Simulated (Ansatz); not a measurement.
The same path of BH3O + H2S (8 atoms, charge 0, multiplicity 1) was run twice with different band settings. Lost on the way: S6–H8. Made: B1–S6, O2–H8.

These are results of RKS PBE0-D4/def2-SVP (Ansatz 0.2.0), not measurements.

Relaxed end points:

```xyz
8
Properties=species:S:1:pos:R:3
B -0.004 -0.244 0.277
O -0.454 -0.939 1.347
H -1.404 -1.087 1.319
H 1.191 -0.056 0.222
H -0.745 0.061 -0.635
S -0.160 2.562 1.371
H 0.998 2.732 0.697
H 0.471 1.999 2.423
```

```xyz
8
Properties=species:S:1:pos:R:3
B 0.082 0.461 0.233
O -0.217 -0.249 1.756
H -1.056 -0.729 1.716
H 1.183 0.068 -0.070
H -0.858 0.080 -0.435
S -0.066 2.295 0.608
H 1.219 2.536 0.946
H -0.395 0.566 2.265
```

Common settings: movable images 7; climbing image yes; spring 5.0 eV/Å²; optimiser quadratic models (default); start path through a guess of the saddle point; iteration limit 60; end points relaxed.

| run | force threshold |
| --- | --- |
| 1 | 0.05 eV/Å |
| 2 | 0.2 eV/Å |

Q: What does each run give, and how far can it be trusted?

A: Run 1: converged after 17 iterations, highest image 0.713 eV above the first end. A vibrational analysis at the climbing image gives one clearly imaginary mode, 1066i cm⁻¹: a first-order saddle point.
Run 2: converged after 14 iterations, highest image 0.718 eV above the first end. The threshold of 0.2 eV/Å is loose, so the images may lie well off the minimum-energy path. The order of the stationary point at the top wasn't checked.
The orbitals stay closed-shell, which can raise the energy where a bond breaks towards radicals; this wasn't checked here.
